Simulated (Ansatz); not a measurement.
# CH3Si+ (triplet): the correlation ladder, cc-pVTZ

The task here is to estimate one member of a computed series from the others.

The runs use Ansatz 0.2.0, Gaussian basis; cc-pVTZ, core rule «outside noble gas», up to 6 orbitals frozen.

To be run: UHF; CCSD(T) on ROHF; CCSD(T) on UHF; BCCD(T) on ROHF; CCSDT(Q) on ROHF; CCSDT(Q) on UHF; CASSCF and NEVPT2, 10 electrons in 11 orbitals.

5 further runs of the same task are left out: 5 set aside as unsound or not needed.

## What is computed

The geometry is a PBE0/def2-TZVP stationary point (not a proven minimum) of the parent state, kept for this charge and spin.

5 atoms, charge 1, spin multiplicity 3.

Atoms are counted from 1 here; the program's logs count them from 0.

Bond lengths: Si1–C2 1.705 Å, Si1–H3 1.496 Å, C2–H4 1.087 Å, C2–H5 1.083 Å. Angles: C2–Si1–H3 121.5°, Si1–C2–H4 120.3°, Si1–C2–H5 123.6°, H4–C2–H5 116.1°.

Coordinates:

```xyz
5

Si    0.0000   -0.0890    0.5568
C     0.0000    0.0881   -1.1386
H     0.0000    1.0983    1.4676
H     0.0000    1.0786   -1.5870
H     0.0000   -0.7467   -1.8283
```

The first run:

in.yaml

```yaml
crystal:
  periodic: [false, false, false]
  atoms:
    - {symbol: Si, position_ang: [0.000000, -0.089015, 0.556798]}
    - {symbol: C, position_ang: [0.000000, 0.088130, -1.138555]}
    - {symbol: H, position_ang: [0.000000, 1.098328, 1.467598]}
    - {symbol: H, position_ang: [0.000000, 1.078590, -1.586971]}
    - {symbol: H, position_ang: [0.000000, -0.746740, -1.828263]}
basis:
  gaussian: {orbitals: cc-pVTZ}
total_charge: 1
magnetization: {spin_polarized: true, initial_magnetization: 2}
hamiltonian: {xc: hf}
output: {orbitals: {seedname: orbitals}}
```

On the command line:

```sh
$ ansatz run in.yaml --threads 1 --pin off --events-out ev --progress --plain --max-ram 2816MiB --backend cpu
```

Steps of the session up to this table: UHF; CCSD(T) on ROHF; CCSD(T) on UHF; BCCD(T) on ROHF; CCSDT(Q) on ROHF; CCSDT(Q) on UHF; CASSCF and NEVPT2, 10 electrons in 11 orbitals.

One table of the session follows, with a row left open; its other results are not shown here.

It belongs to the step «Misses and costs». 

| method | from UCCSDT(Q) (kJ/mol) |
| --- | --- |
| ROHF | +672.1 |
| UHF | +662.0 |
| RMP2 | +105.2 |
| UMP2 | +106.3 |
| RCCSD | ? |
| UCCSD | +25.2 |
| RCCSD(T) | +3.7 |
| UCCSD(T) | +3.6 |
| BCCD(T) | +3.7 |
| RCCSDT | +1.0 |
| UCCSDT | +0.9 |
| RCCSDT(Q) | +0.2 |
| UCCSDT(Q) | 0 |
| CASSCF valence | +434.7 |
| NEVPT2 valence | +108.6 |

Q: Estimate the row for RCCSD from the others.

As computed: from UCCSDT(Q) (kJ/mol): +25.6. In the column «from UCCSDT(Q) (kJ/mol)» it lies between UCCSD (+25.2) and RMP2 (+105.2).

To keep in mind: Restricted and unrestricted rows rest on different reference determinants; where their highest levels disagree by more than a few hundredths of an eV, they describe different states and don't form one ladder.
